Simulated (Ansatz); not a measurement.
## Nudged elastic band run: BH6N

Input file:

```yaml
crystal:
  periodic: [false, false, false]
  atoms:
    - { symbol: B, position_ang: [0.04047, -0.316662, 0.377831] }
    - { symbol: "N", position_ang: [0.057978, -0.446207, 1.755566] }
    - { symbol: H, position_ang: [-0.783514, -0.607452, 2.314819] }
    - { symbol: H, position_ang: [0.913415, -0.385157, 2.313605] }
    - { symbol: H, position_ang: [1.090734, -0.123519, -0.212436] }
    - { symbol: H, position_ang: [-1.025385, -0.406764, -0.210359] }
    - { symbol: H, position_ang: [-0.364317, 2.777597, 0.374936] }
    - { symbol: H, position_ang: [-0.26918, 2.063665, 0.686437] }
basis:
  gaussian: { orbitals: def2-SVP }
hamiltonian:
  xc: lda
neb:
  order_check: false
  images: 7
  f_tol: 0.05
  max_iterations: 60
  final_atoms:
    - { symbol: B, position_ang: [0.04217617, 0.38590147, 0.11859803] }
    - { symbol: "N", position_ang: [-0.12486029, 0.25476163, 1.71008263] }
    - { symbol: H, position_ang: [-0.41279939, -0.70030356, 1.97710744] }
    - { symbol: H, position_ang: [0.7619158, 0.46349628, 2.19630084] }
    - { symbol: H, position_ang: [0.91736895, -0.42100369, -0.20297463] }
    - { symbol: H, position_ang: [-1.05716176, 0.1090192, -0.36643726] }
    - { symbol: H, position_ang: [0.37354198, 1.5538681, -0.09719807] }
    - { symbol: H, position_ang: [-0.83998046, 0.90976156, 2.06492002] }
  initial_path:
    images:
      - { positions_ang: [[0.04047, -0.316662, 0.377831], [0.057978, -0.446207, 1.755566], [-0.783514, -0.607452, 2.314819], [0.913415, -0.385157, 2.313605], [1.090734, -0.123519, -0.212436], [-1.025385, -0.406764, -0.210359], [-0.364317, 2.777597, 0.374936], [-0.26918, 2.063665, 0.686437]] }
      - { positions_ang: [[0.03003125, -0.23512748, 0.28255422], [0.04404734, -0.337113, 1.79083012], [-0.80598104, -0.52751983, 2.34247887], [0.90502825, -0.22454526, 2.34213623], [1.07507639, -0.08840004, -0.30936452], [-1.02726148, -0.30155109, -0.30685392], [-0.32042125, 2.43471498, 0.40147466], [-0.24031845, 1.83504273, 0.85714335]] }
      - { positions_ang: [[0.0195925, -0.15359296, 0.18727743], [0.03011667, -0.22801901, 1.82609424], [-0.82844809, -0.44758766, 2.37013873], [0.8966415, -0.06393352, 2.37066746], [1.05941878, -0.05328108, -0.40629303], [-1.02913796, -0.19633818, -0.40334885], [-0.2765255, 2.09183296, 0.42801333], [-0.2114569, 1.60642046, 1.02784969]] }
      - { positions_ang: [[0.00915376, -0.07205845, 0.09200065], [0.01618601, -0.11892501, 1.86135835], [-0.85091513, -0.36765548, 2.3977986], [0.88825474, 0.09667821, 2.39919869], [1.04376117, -0.01816213, -0.50322155], [-1.03101444, -0.09112527, -0.49984377], [-0.23262976, 1.74895094, 0.45455199], [-0.18259536, 1.37779819, 1.19855604]] }
      - { positions_ang: [[-0.00128499, 0.00947607, -0.00327613], [0.00225534, -0.00983102, 1.89662247], [-0.87338217, -0.28772331, 2.42545846], [0.87986799, 0.25728995, 2.42772991], [1.02810356, 0.01695683, -0.60015006], [-1.03289092, 0.01408764, -0.59633869], [-0.18873401, 1.40606892, 0.48109065], [-0.15373381, 1.14917592, 1.36926238]] }
      - { positions_ang: [[0.0095803, 0.10358242, 0.02719241], [-0.02952357, 0.05631714, 1.84998751], [-0.75823648, -0.39086837, 2.31337071], [0.85037994, 0.30884153, 2.36987264], [1.00041991, -0.0925333, -0.5008562], [-1.03895863, 0.03782053, -0.53886333], [-0.04816501, 1.44301871, 0.33651847], [-0.32529547, 1.08932233, 1.54317679]] }
      - { positions_ang: [[0.02044559, 0.19768877, 0.05766095], [-0.06130248, 0.12246531, 1.80335255], [-0.64309078, -0.49401344, 2.20128295], [0.8208919, 0.36039312, 2.31201538], [0.97273625, -0.20202343, -0.40156235], [-1.04502634, 0.06155342, -0.48138798], [0.09240399, 1.47996851, 0.19194629], [-0.49685713, 1.02946874, 1.7170912]] }
      - { positions_ang: [[0.03131088, 0.29179512, 0.08812949], [-0.09308139, 0.18861347, 1.75671759], [-0.52794509, -0.5971585, 2.08919519], [0.79140385, 0.4119447, 2.25415811], [0.9450526, -0.31151356, -0.30226849], [-1.05109405, 0.08528631, -0.42391262], [0.23297299, 1.5169183, 0.04737411], [-0.6684188, 0.96961515, 1.89100561]] }
      - { positions_ang: [[0.04217617, 0.38590147, 0.11859803], [-0.12486029, 0.25476163, 1.71008263], [-0.41279939, -0.70030356, 1.97710744], [0.7619158, 0.46349628, 2.19630084], [0.91736895, -0.42100369, -0.20297463], [-1.05716176, 0.1090192, -0.36643726], [0.37354198, 1.5538681, -0.09719807], [-0.83998046, 0.90976156, 2.06492002]] }
```

Run as:

```bash
$ ansatz run input.yaml --threads 1 --pin off --max-ram 2048MiB --backend cpu --events-out ev --progress --plain --runs-dir out
```

Output, in part (warnings, iteration lines, the closing report on the highest movable image, with atoms numbered from 0):

```
NEB end point (image 0): max|allowed force component| = 2.820e-2 eV/Å (the criterion of neb.relax_end_points is 1.000e-2)
NEB end point (image 8): max|allowed force component| = 1.229e-2 eV/Å (the criterion of neb.relax_end_points is 1.000e-2)
NEB iter   1: max|band force component| = 5.079e0 eV/Å  barrier→ = 2.7631 eV  barrier← = 3.1484 eV  Δτ_max = 0.2000 Å  (205 SCF iters)
NEB iter   2: max|band force component| = 2.686e0 eV/Å  barrier→ = 1.4605 eV  barrier← = 1.8458 eV  Δτ_max = 0.2000 Å  (186 SCF iters)
NEB iter   3: max|band force component| = 3.961e0 eV/Å  barrier→ = 1.2569 eV  barrier← = 1.6421 eV  Δτ_max = 0.1016 Å  (190 SCF iters)
NEB iter   4: max|band force component| = 8.448e-1 eV/Å  barrier→ = 0.8211 eV  barrier← = 1.2064 eV  Δτ_max = 0.0886 Å  (180 SCF iters)
NEB iter   5: max|band force component| = 5.185e-1 eV/Å  barrier→ = 0.8648 eV  barrier← = 1.2501 eV  Δτ_max = 0.0600 Å  (183 SCF iters)
NEB iter   6: max|band force component| = 1.140e0 eV/Å  barrier→ = 0.7835 eV  barrier← = 1.1688 eV  CI = image 4  Δτ_max = 0.2000 Å  (183 SCF iters)
NEB iter   7: max|band force component| = 9.154e-1 eV/Å  barrier→ = 1.0293 eV  barrier← = 1.4145 eV  CI = image 4  Δτ_max = 0.0923 Å  (186 SCF iters)
NEB iter   8: max|band force component| = 4.321e-1 eV/Å  barrier→ = 0.9655 eV  barrier← = 1.3508 eV  CI = image 4  Δτ_max = 0.1284 Å  (184 SCF iters)
NEB iter   9: max|band force component| = 1.463e-1 eV/Å  barrier→ = 0.9666 eV  barrier← = 1.3519 eV  CI = image 4  Δτ_max = 0.0543 Å  (177 SCF iters)
NEB iter  10: max|band force component| = 7.220e-2 eV/Å  barrier→ = 0.9659 eV  barrier← = 1.3511 eV  CI = image 4  Δτ_max = 0.0065 Å  (170 SCF iters)
NEB iter  11: max|band force component| = 5.543e-2 eV/Å  barrier→ = 0.9652 eV  barrier← = 1.3504 eV  CI = image 4  Δτ_max = 0.0108 Å  (142 SCF iters)
NEB iter  12: max|band force component| = 1.824e-2 eV/Å  barrier→ = 0.9649 eV  barrier← = 1.3501 eV  CI = image 4  Δτ_max = 0.0000 Å  (309 SCF iters)
Total energy: -2239.46630266 eV, -82.2988686581 hartree
Atom 0 at    -0.030520     0.221160     0.291620 Å, force     0.005153    -0.005388    -0.014572 eV/Å
Atom 1 at    -0.009414     0.076457     1.829344 Å, force    -0.008556    -0.006603     0.006726 eV/Å
Atom 2 at    -0.812602    -0.370608     2.276816 Å, force     0.001238    -0.002822     0.002043 eV/Å
Atom 3 at     0.876950    -0.172105     2.273954 Å, force     0.002198     0.003940    -0.000913 eV/Å
Atom 4 at     1.046883     0.081215    -0.267463 Å, force     0.002144    -0.001889     0.000968 eV/Å
Atom 5 at    -1.033720    -0.192143    -0.270618 Å, force    -0.002711     0.000800     0.003841 eV/Å
Atom 6 at    -0.208568     1.590736     0.155047 Å, force    -0.000229     0.004093     0.000020 eV/Å
Atom 7 at    -0.168809     1.320789     1.111699 Å, force     0.000764     0.007869     0.001887 eV/Å
Dipole moment:    -0.003624     0.021859     0.462396 e Å
```

The forces met the threshold. A vibrational analysis at the climbing image gives one clearly imaginary mode, 1062i cm⁻¹: a first-order saddle point. The orbitals stay closed-shell, which can raise the energy where a bond breaks towards radicals; this wasn't checked here.

Final band (atoms are numbered from 1 in the order of the input):

```json
{"image": "0", "path coordinate (Å)": "0.00", "energy (kcal/mol)": "0.0", "H7–H8 (Å)": "0.78", "B1–H7 (Å)": "3.12", "N2–H8 (Å)": "2.75"}
{"image": "1", "path coordinate (Å)": "0.47", "energy (kcal/mol)": "0.6", "H7–H8 (Å)": "0.78", "B1–H7 (Å)": "2.68", "N2–H8 (Å)": "2.56"}
{"image": "2", "path coordinate (Å)": "0.93", "energy (kcal/mol)": "3.4", "H7–H8 (Å)": "0.78", "B1–H7 (Å)": "2.20", "N2–H8 (Å)": "2.31"}
{"image": "3", "path coordinate (Å)": "1.40", "energy (kcal/mol)": "12.0", "H7–H8 (Å)": "0.81", "B1–H7 (Å)": "1.74", "N2–H8 (Å)": "1.92"}
{"image": "4", "path coordinate (Å)": "1.87", "energy (kcal/mol)": "22.3", "H7–H8 (Å)": "0.99", "B1–H7 (Å)": "1.39", "N2–H8 (Å)": "1.45"}
{"image": "5", "path coordinate (Å)": "2.47", "energy (kcal/mol)": "3.6", "H7–H8 (Å)": "1.62", "B1–H7 (Å)": "1.26", "N2–H8 (Å)": "1.05"}
{"image": "6", "path coordinate (Å)": "3.06", "energy (kcal/mol)": "-6.2", "H7–H8 (Å)": "2.29", "B1–H7 (Å)": "1.23", "N2–H8 (Å)": "1.03"}
{"image": "7", "path coordinate (Å)": "3.66", "energy (kcal/mol)": "-7.7", "H7–H8 (Å)": "2.42", "B1–H7 (Å)": "1.23", "N2–H8 (Å)": "1.03"}
{"image": "8", "path coordinate (Å)": "4.26", "energy (kcal/mol)": "-8.9", "H7–H8 (Å)": "2.56", "B1–H7 (Å)": "1.23", "N2–H8 (Å)": "1.03"}
```

Time of the run: 50 s on 1 thread of Arm Neoverse V2 (shared host), peak memory 0.1 GiB.
